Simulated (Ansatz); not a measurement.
Rock-salt BaO, treated with G0W0@HSE06 (Ansatz, an electronic-structure program, plane waves, hard PAW, contour deformation).

The same calculation (at the measured cell, 21.254 Å³/atom) with different numerical settings; throughout: response cutoff 100 eV, empty bands 177:

| run | k mesh | quasiparticle gap on the mesh (eV) | quasiparticle gap at Γ (eV) | rough time |
|---|---|---|---|---|
| 1 | 4×4×4 | 3.707 | 5.785 | 2 core-min |
| 2 | 6×6×6 | 3.716 | 5.780 | 10 core-min |
| 3 | 8×8×8 | 3.716 | 5.778 | 40 core-min |

In the column quasiparticle gap on the mesh (eV) the first row differs from the last by -0.009 and the next to last by 0.000.

The last row is no converged limit: other settings stay fixed.

Spin–orbit coupling is not included.

Note: GW on a hybrid start was not checked against another program.
